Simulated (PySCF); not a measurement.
# chlorosilane and water

A gas-phase complex of chlorosilane and water; neutral, singlet. The structure comes from a short search (a few tight-binding starts) and was relaxed by PBE0-D3(BJ)/def2-SVPD; another way of binding may lie lower. No frequency run checks that it is a minimum.

```
part          name    SMILES  atoms  charge  multiplicity
   1  chlorosilane  [SiH3]Cl    1–5       0             1
   2         water         O    6–8       0             1
```

```xyz
8

Si   -0.027    0.115    0.046
Cl    1.279   -0.552   -1.464
H    -0.560    1.408   -0.453
H     0.817    0.260    1.257
H    -1.064   -0.939    0.162
O    -1.684    0.929    2.032
H    -2.585    1.113    1.754
H    -1.381    1.727    2.475
```
(Å; atoms numbered from 1)

Contacts between parts, classed by geometry: Cl2–Si1···O6 2.711 Å (tetrel bond, 179°).

Interaction energies are complex less parts, with the parts frozen as they stand in it; counterpoise-corrected, in kcal/mol (PySCF). The CCSD(T) estimate is Hartree-Fock/aug-cc-pVTZ, plus the MP2 correlation part extrapolated as X⁻³ from aug-cc-pVDZ and aug-cc-pVTZ, plus CCSD(T) less MP2 in aug-cc-pVDZ; noble-gas cores are frozen. It isn't the exact limit.

**Question.** Give the interaction energy at each level run.

**Answer.** 
```tsv
level	interaction	superposition error removed
Hartree-Fock/aug-cc-pVTZ	-1.49	-
MP2/aug-cc-pVTZ	-3.90	-0.61
CCSD(T), estimated basis limit	-4.03	-
```

**Question.** What holds them together? Decompose the MP2/aug-cc-pVTZ energy: frozen parts, their antisymmetrised product, then relaxation.

**Answer.** electrostatic -9.5, Pauli repulsion +11.1, orbital relaxation -3.3, correlation -2.9 kcal/mol, which sum to the value before the counterpoise correction, the first three by Hartree-Fock. Of the attraction, 61 % is electrostatic, 21 % is orbital relaxation, 18 % is correlation.
